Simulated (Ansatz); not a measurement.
A nudged elastic band was laid between two geometries of ClH + H4OSi (8 atoms, charge 0, multiplicity 1).

Level of theory: RKS LDA/def2-SVP (Ansatz).

- movable images: 5
- climbing image: yes
- spring: 5.0 eV/Å²
- optimiser: quadratic models (default)
- start path: through a guess of the saddle point
- force threshold: 0.05 eV/Å
- iteration limit: 60
- end points: relaxed

First end point:

```xyz
8
Properties=species:S:1:pos:R:3
Si -0.631 -0.546 -0.387
O 0.577 -0.373 0.793
H -1.320 -1.866 -0.156
H 0.091 -0.544 -1.695
H -1.645 0.561 -0.304
H 1.229 1.032 0.352
Cl 1.398 2.180 -0.330
H 0.300 -0.444 1.727
```

Last end point:

```xyz
8
Properties=species:S:1:pos:R:3
Si -0.464 -0.180 -0.911
O 0.563 -0.272 1.604
H -0.018 -1.580 -0.641
H -0.978 -0.100 -2.326
H -1.553 0.323 -0.011
H 1.254 0.258 1.146
Cl 1.159 1.145 -0.932
H 0.037 0.407 2.069
```

(1) What changes between the two ends?

(2) What energy profile does the band end with?

(3) What is the geometry of the highest image?

(4) What are the harmonic wavenumbers there?

The band took 12 iterations and roughly 60 core-seconds.

Answers

(1) Bonds broken: Si1–O2, H6–Cl7. Bonds formed: Si1–Cl7, O2–H6. ClH + H4OSi becomes ClH3Si + H2O.

(2) The forces met the threshold. The highest image is number 3 of 0 to 6, 0.55 eV above the first end and 0.53 eV above the last; the last end lies 0.02 eV above the first. A vibrational analysis at the climbing image gives one clearly imaginary mode, 224i cm⁻¹: a first-order saddle point. The orbitals stay closed-shell, which can raise the energy where a bond breaks towards radicals; this wasn't checked here.

```csv
image,path coordinate (Å),energy (eV),Si1–O2 (Å),H6–Cl7 (Å),Si1–Cl7 (Å)
0,0.00,0.00,1.70,1.35,3.40
1,0.49,0.10,1.72,1.39,2.98
2,0.97,0.44,1.80,1.58,2.61
3,1.46,0.55,1.94,1.91,2.32
4,2.22,0.39,2.21,2.15,2.17
5,2.97,0.10,2.55,2.26,2.10
6,3.73,0.02,2.72,2.26,2.10
```

(3) 
```xyz
8
Properties=species:S:1:pos:R:3:forces:R:3
Si -0.424 -0.180 -0.579 -0.02 0.01 -0.02
O 0.702 -0.263 0.993 0.00 -0.03 -0.05
H -0.868 -1.570 -0.113 0.01 0.01 0.01
H -0.189 -0.459 -2.040 0.00 -0.02 0.01
H -1.623 0.676 -0.285 0.00 0.00 0.00
H 1.104 0.679 0.922 -0.01 -0.01 0.01
Cl 1.024 1.629 -0.739 0.01 0.03 0.01
H 0.272 -0.511 1.841 0.01 0.02 0.02
```

(4) 224i, 206, 325, 383, 462, 570, 664, 710, 814, 945, 958, 1063, 1259, 2018, 2136, 2177, 2929, 3665 cm⁻¹.

Run time: 34 s on 2 threads of Arm Neoverse V2, on a shared host, peak memory 0.15 GiB.
